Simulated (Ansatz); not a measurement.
## Ansatz (development build ahead of 0.2.0) run

```yaml
crystal:
  periodic: [false, false, false]
  atoms:
    - { symbol: C, position_ang: [0.00199, 0.03226, -0.95428] }
    - { symbol: F, position_ang: [0.02635, 1.46795, 0.277] }
    - { symbol: F, position_ang: [0.00425, -1.58864, 0.2426] }
basis:
  gaussian: { orbitals: def2-SVP }
hamiltonian:
  xc: hf
```

The input is written out in the form of the current development build from the run's settings.

Output:

```json
{"Converged": "yes", "Total energy": "-236.15275 hartree", "Spin squared of the determinant": "0.000"}
```

Caution: stretched shape with no unrestricted run beside it, a lower state can exist.
